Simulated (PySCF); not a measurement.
Metal–ligand bonds in Zn(OH)1–Y. Gas-phase values, no solvent. One relaxed conformer stands for each flexible species; it need not be the lowest. Multiplicities are imposed; where one is given, others were not computed. Strings in code marks are SMILES.

The dipole moment from two functionals at the same geometries (PBE-D3(BJ)/def2-SVP), both in PySCF: PBE-D3(BJ)/def2-TZVP and TPSSh-D3(BJ)/def2-TZVP. 

| species | PBE-D3(BJ)/def2-TZVP (D) | TPSSh-D3(BJ)/def2-TZVP (D) |
|---|---|---|
| free radical OH (`[OH]`) | 1.73 | 1.75 |
| free radical NH2 (`[NH2]`) | 1.92 | 1.93 |
| free radical CH3 (`[CH3]`) | 0.00 | 0.00 |
| free radical OCH3 (`[O]C`) | 2.10 | 2.02 |
| free radical N(CH3)2 (`C[N]C`) | 1.70 | 1.70 |
| free radical SH (`[SH]`) | 0.87 | 0.88 |

Over these rows, drawn at random from the members with no instability flagged (it was tested for open shells, ions and some series alone), PBE minus TPSSh-D3(BJ): mean +0.01 D, from -0.02 D to +0.09 D.
